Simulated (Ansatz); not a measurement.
**CH2: vertical ionisation energy**

One table from this session's results is given with a row withheld; the runs are named, their logs left out.

Computed with Ansatz 0.2.0, Gaussian basis. Level: unrestricted cation, the program's frozen cores in correlated methods.

Plan: UKS PBE-D4/def2-TZVPP; UKS r2SCAN-D4/def2-TZVPP; UKS PBE0-D4/def2-TZVPP; UKS B3LYP-D4/def2-TZVPP; UKS wB97X-V/def2-TZVPP; UKS wB97M-V/def2-TZVPP; UKS B2PLYP/def2-TZVPP; UHF-CCSD(T)/def2-TZVPP; UHF-CCSD(T)/def2-QZVPP; extrapolation to the limit; then −ε(HOMO) from the neutral's earlier runs with LDA (SPW92), PBE-D4, revPBE-D4, BLYP-D4, r2SCAN-D4, B97M-V, PBE0-D4, B3LYP-D4, r2SCANh-D4, r2SCAN0-D4, HSE06-D4, BHLYP-D4, CAM-B3LYP-D4, LC-ωPBE, ωB97X-V, ωB97M-V.

## The relaxed structure

An earlier PBE0-D4 in a triple-zeta def2 set relaxation fixed the geometry.

SMILES `[CH2] m1`, 3 atoms, charge 0, spin multiplicity 1.

Atoms are counted from 1 here; the program's logs count them from 0.

Bond lengths: C1–H2 1.113 Å, C1–H3 1.113 Å. Angles: H2–C1–H3 101.6°.

As a file:

| atom | x (Å) | y (Å) | z (Å) |
| --- | --- | --- | --- |
| C1 | 0.0000 | 0.0000 | 0.1783 |
| H2 | 0.0000 | 0.8621 | -0.5250 |
| H3 | 0.0000 | -0.8621 | -0.5250 |

The first run:

Input file in.yaml:

```yaml
crystal:
  periodic: [false, false, false]
  atoms:
    - {symbol: C, position_ang: [-0.000000, -0.000000, 0.178279]}
    - {symbol: H, position_ang: [0.000000, 0.862096, -0.524997]}
    - {symbol: H, position_ang: [0.000000, -0.862096, -0.524997]}
basis:
  gaussian: {orbitals: def2-TZVPP}
total_charge: 1
magnetization: {spin_polarized: true, initial_magnetization: 1}
hamiltonian: {xc: pbe, dispersion: d4}
```

Command:

```
$ ansatz run in.yaml --threads 2 --pin off --events-out ev --progress --plain --max-ram 32768MiB --backend cpu
```

Steps of the session up to this table: Cation, UKS PBE-D4/def2-TZVPP; Cation, UKS r2SCAN-D4/def2-TZVPP; Cation, UKS PBE0-D4/def2-TZVPP; Cation, UKS B3LYP-D4/def2-TZVPP; Cation, UKS wB97X-V/def2-TZVPP; Cation, UKS wB97M-V/def2-TZVPP; Cation, UKS B2PLYP (frozen core)/def2-TZVPP; Cation, UHF-CCSD(T)/def2-TZVPP; Cation, UHF-CCSD(T)/def2-QZVPP.

One of the session's tables, all rows but one given; the rest of the session is left out.

It belongs to the step «Ionisation energies side by side». Orbital estimates, from the neutral's runs:

| functional | −ε(HOMO) (eV) |
| --- | --- |
| LDA (SPW92) | 5.95 |
| PBE-D4 | 5.91 |
| revPBE-D4 | 5.89 |
| BLYP-D4 | 5.85 |
| r2SCAN-D4 | 6.20 |
| B97M-V | 6.36 |
| PBE0-D4 | 7.31 |
| B3LYP-D4 | 7.12 |
| r2SCANh-D4 | 6.72 |
| r2SCAN0-D4 | 7.51 |
| HSE06-D4 | 6.90 |
| BHLYP-D4 | 8.67 |
| CAM-B3LYP-D4 | 8.81 |
| LC-ωPBE | ? |
| ωB97X-V | 9.86 |
| ωB97M-V | 9.73 |

Estimate the missing values for LC-ωPBE.

The run gave: −ε(HOMO) (eV): 10.25. In the column «−ε(HOMO) (eV)» it is the highest.
